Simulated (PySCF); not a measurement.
These are M06-2X/def2-TZVP // B3LYP-D3(BJ)/def2-TZVP in PySCF 2.14.0 values and carry that method's errors. Gas-phase values, no solvent. 

Reference species (SMILES): `O` (neutral, multiplicity 1).

dipole moment: 2.10 D

Changed species: `O[SiH3]` (whole molecule; the reference has whole molecule).

Question: What does the change do to the dipole moment?

Answer: the dipole moment decreases by 0.71 D, to 1.39 D.
